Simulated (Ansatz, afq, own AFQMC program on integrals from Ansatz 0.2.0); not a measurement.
AFQMC on a folder of integrals that Ansatz 0.2.0 wrote.

```yaml
crystal:
  periodic: [false, false, false]
  atoms:
    - {symbol: C, position_ang: [0.000000, 0.000000, 0.000000]}
basis:
  gaussian: {orbitals: aug-cc-pVDZ}
magnetization: {spin_polarized: true, initial_magnetization: 2}
correlation: {method: ccsd_t, electrons: outside_noble_gas, hamiltonian_folder: ham}
```

```sh
$ ansatz run in.yaml --threads 1 --pin off --events-out ev --progress --plain --max-ram 24576MiB --backend cuda --devices 0, --max-vram 18GiB
```

afq runs on the folder ham with

```
--method phaseless --trial cisd --walkers 4000 --populations 20 --least-time 60 --time-step 0.005 --steps-per-block 50 --equilibration-blocks 28 --max-blocks 4000 --target-error 7e-05 --factor-cut 1e-05 --start spin_pure --seed 9634 --release-times 0.24,0.5,1,1.5 --release-step 0.02 --release-every 3 --taylor-order 6
```

Times are imaginary, in 1/Eh. The walk had a cap of 122 s. With eight or more populations the least sampling time is a fifth of least-time, and the error comes from their spread.

afq prints:

```
orbitals 22  electrons 3 1  factors 120 of 122
reference energy -37.68776315 Eh
CCSD correlation -0.07584094 Eh in 11 cycles, weight of the determinant in the CISD state 0.9487
energy of the start -37.763573 Eh
 block  time / (1/Eh)  mean weight  energy / Eh
     1     0.250  0.9999  -37.763649
     2     0.500  1.0000  -37.763920
     3     0.750  0.9999  -37.764202
     4     1.000  0.9998  -37.764417
     5     1.250  1.0000  -37.764701
     8     2.000  1.0001  -37.764941
    17     4.250  1.0001  -37.765248
    41    10.250  0.9999  -37.765212
    65    16.250  1.0001  -37.765143
    89    22.250  1.0001  -37.765160
    97    24.250  0.9999  -37.763645
   113    28.250  1.0001  -37.765236
   137    34.250  1.0002  -37.764886
   153    38.250  1.0002  -37.765660
   161    40.250  0.9998  -37.765222
   185    46.250  1.0001  -37.765168
   209    52.250  1.0002  -37.765151
   233    58.250  1.0001  -37.765053
   257    64.250  0.9999  -37.765045
   281    70.250  1.0002  -37.765007
   305    76.250  0.9996  -37.764998
   321    80.250  1.0002  -37.765118
error from the spread of 20 populations
released: time / (1/Eh)  energy / Eh  error  mean overlap
  0.24  -37.765173  0.000020  0.9999
  0.50  -37.765197  0.000014  1.0000
  1.00  -37.765324  0.000103  0.9991
  1.50  -37.765206  0.000031  0.9982
energy -37.765107 +/- 0.000029 Eh
(rows thinned)
```

The run passed its tests (sampling time, drift between the halves within three errors, error under three times the target), which doesn't prove that it has relaxed.

Against this walk (error 0.8 meV) on the same determinant: CCSD(T) 6.6 meV higher, CCSDT(Q) 5.0 meV lower, full CI 5.3 meV lower. The error is statistical and leaves out the bias of the constraint. Released to 1.50 1/Eh the energy lies 2.7 ± 1.1 meV (both errors) below the phaseless value, which shows part or all of the bias of the constraint, and full CI lies 2.6 meV below the released value. Full CI is exact here, so the walk's 5 meV above it is the walk's own error: the bias of the constraint with this trial.

Cautions: constraint bias not in the error.

The walk took 110 s on 1 × NVIDIA H100 80GB HBM3 with 2 threads of AMD EPYC 7R13 Processor (Zen 3), with other jobs on the host (the card was shared). The log's last line is the phaseless energy.

CCSDT and higher add their correlation energy to the determinant of the CCSD(T) run, since their own runs factorise the integrals more tightly (a shift of under 2 meV). A walk keeps the symmetry of its determinant, which the program's search chose and which needn't be the lowest solution, so a lower state of the same spin and another symmetry isn't excluded.
